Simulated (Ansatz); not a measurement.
Input file:

```yaml
crystal:
  periodic: [false, false, false]
  atoms:
    - {symbol: W, position_ang: [0.000000, 0.000000, 0.000000]}
    - {symbol: H, position_ang: [0.000000, 0.000000, 1.679200]}
basis:
  gaussian: {orbitals: def2-SVP}
total_charge: 1
magnetization: {spin_polarized: false}
correlation: {method: ccsdt_q, electrons: outside_noble_gas}
```

```sh
$ ansatz run in.yaml --threads 1 --pin off --events-out ev --progress --plain --max-ram 2393MiB
```

Problem. Roughly how long does this take on 1 thread of Arm Neoverse V1, shared host, and how much host memory?

Solution. 35 s wall and 0.13 GiB.

```
654 factors; integrals over basis functions are off by at most 2.1e-7 eV
mean field evaluation 1: about -1807.6946 eV, gradient 1.5e1 eV
mean field evaluation 2: about -1807.6963 eV, gradient 1.5e1 eV
mean field evaluation 4: about -1808.6437 eV, gradient 3.0e0 eV
mean field evaluation 8: about -1809.4610 eV, gradient 1.7e0 eV
mean field evaluation 16: about -1809.7236 eV, gradient 7.5e-2 eV
mean field evaluation 32: about -1809.7639 eV, gradient 5.7e-4 eV
mean field evaluation 64: about -1807.6946 eV, gradient 1.5e1 eV
mean field evaluation 96: about -1809.5058 eV, gradient 2.0e-6 eV
mean field evaluation 128: about -1809.7110 eV, gradient 3.3e-1 eV
mean field evaluation 160: about -1809.3945 eV, gradient 1.8e0 eV
...
cycle   6  -4.41584522 eV  change    1.1e-6 eV  update   1.7e-6
cycle   7  -4.41584233 eV  change    2.9e-6 eV  update   1.3e-6
cycle   8  -4.41584084 eV  change    1.5e-6 eV  update   1.1e-6
cycle   9  -4.41584142 eV  change   -5.8e-7 eV  update   8.4e-7
cycle  10  -4.41584232 eV  change   -8.9e-7 eV  update   7.3e-7
cycle  11  -4.41584191 eV  change    4.1e-7 eV  update   6.3e-7
cycle  12  -4.41584061 eV  change    1.3e-6 eV  update   5.2e-7
cycle  13  -4.41584032 eV  change    2.9e-7 eV  update   3.9e-7
cycle  14  -4.41584056 eV  change   -2.4e-7 eV  update   3.4e-7
cycle  15  -4.41584091 eV  change   -3.5e-7 eV  update   2.9e-7
perturbative correction 0.18635608 eV, 0.0068484594 hartree
WARN: these amplitudes may be one of several solutions (largest doubles amplitude 0.92, level shift 0.00 eV)
WARN: the results are in doubt because a second pair is broken (1.76)
Total energy: -1813.36763385 eV, -66.6400313993 hartree
In doubt: a second pair is broken (1.76)
```
